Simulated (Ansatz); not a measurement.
**Counterpoise correction, worked out**

The pair of H₂O (SMILES O, atoms 1–3) and CH₄S (SMILES CS, atoms 4–9), both closed shells, in one local arrangement (a lower one may exist), relaxed at PBE0-D4/def2-TZVP:

```
9
angstrom
O 0.1818 0.0787 -2.3679
H 0.6067 0.8175 -2.8102
H -0.5584 -0.1634 -2.9294
C 0.1269 -0.3676 1.7435
S -0.8500 0.8962 0.8997
H -0.1637 -1.3694 1.4293
H -0.0788 -0.2628 2.8088
H 1.1937 -0.2209 1.5784
H -0.4584 0.5917 -0.3523
```

Program: Ansatz 0.2.0. Basis: def2-TZVPPD. Cores are frozen in the correlated methods.

MP2 total energies in eV:

| system | geometry | basis functions | energy |
| --- | --- | --- | --- |
| pair | pair | all | -13998.88369 |
| H₂O | as in the pair | all (partner as ghosts) | -2076.97865 |
| CH₄S | as in the pair | all (partner as ghosts) | -11921.81454 |
| H₂O | as in the pair | its own | -2076.96913 |
| CH₄S | as in the pair | its own | -11921.80695 |
| H₂O | free (PBE0-D4 minimum) | its own | -2076.96972 |
| CH₄S | free (PBE0-D4 minimum) | its own | -11921.80863 |

(1) Work out the interaction energy with and without the counterpoise correction, the superposition error, and the binding energy from the relaxed fragments.

No T1 diagnostic of these runs exceeds 0.011.

Results:

(1) Without correction: -13998.88369 − (-2076.96913) − (-11921.80695) = -0.10761 eV.
With correction (each fragment in the whole basis): -13998.88369 − (-2076.97865) − (-11921.81454) = -0.09050 eV = -2.09 kcal/mol.
The superposition error is the difference, 0.01711 eV, 16 % of the uncorrected value: each fragment borrows its partner's functions.
Deformation from the free shapes: 0.00059 eV for H₂O and 0.00168 eV for CH₄S.
Binding energy from relaxed fragments: -0.09050 + 0.00059 + 0.00168 = -0.08823 eV = -2.03 kcal/mol (electronic, without zero-point energy; negative means bound). For comparison, the corrected interaction energy by CCSD(T) at an estimated basis limit (MP2 extrapolated from triple and quadruple zeta, plus CCSD(T) − MP2 in triple zeta) is -0.096 eV.

For scale, one of the runs: CCSD(T)/def2-TZVPPD, 230 basis functions, launched by `ansatz run in.yaml --threads 4 --pin off --events-out ev --progress --plain --max-ram 9574MiB`. Time: 47 s of wall clock on 4 CPU threads of an Arm Neoverse V1; the host was shared. Peak host memory: 3.9 GiB.
